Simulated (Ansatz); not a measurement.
Take PtS2 in the CdI2 type structure (space group P-3m1, No. 164; a = 3.584 Å, c = 4.656 Å; layered, stacked along the Cartesian z axis) as the base.

Computed with PBE-D3(BJ) (Ansatz, a quantum-chemistry and plane-wave program, PAW, without spin-orbit coupling).

Modification: Se takes the place of S on all its sites; the structure is relaxed again.

Measured lattice parameter a: PtS2 3.542 Å (temperature not stated; as listed in Torbjörn Björkman, The Journal of Chemical Physics (2014)); PtSe2 3.727 Å (temperature not stated; as listed in Torbjörn Björkman, The Journal of Chemical Physics (2014)).

**Question.** How well does PBE-D3(BJ) reproduce the measured shift?

**Answer.** With PBE-D3(BJ) the lattice parameter a moves by +0.189 Å (3.584 → 3.772) against +0.185 Å measured.

Stability against distortions was not tested. All final runs are without spin polarisation.
